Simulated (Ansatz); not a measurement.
A geometry relaxed with B3LYP-D3(BJ)/def2-TZVP in Ansatz (a quantum-chemistry and plane-wave program), charge 0, multiplicity 1:

```xyz
3

S     -1.5527     0.0009     0.0000
C      0.0000     0.0000     0.0000
S      1.5527    -0.0009     0.0000
```

Task: Write the SMILES of this molecule.

Result: `S=C=S`
